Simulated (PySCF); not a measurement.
**Na2 at PBE0**

Level: PBE0. Na def2-TZVP; no relativity (PySCF 2.14).

- state: ³Πu (triplet), unpaired electrons σ ↑, π ↑, a second solution, started from another occupation
- bond length: 3.119 Å
- harmonic wavenumber: 151 cm⁻¹
- force constant: 0.155 mdyn/Å
- rotational constant Be: 0.1507 cm⁻¹
- anharmonicity ωexe: 0.499 cm⁻¹
- vibration–rotation constant αe: 0.000652 cm⁻¹
- energy of the minimum from ground-state Na + Na: 0.92 eV
- bond order (Mayer): 0.99
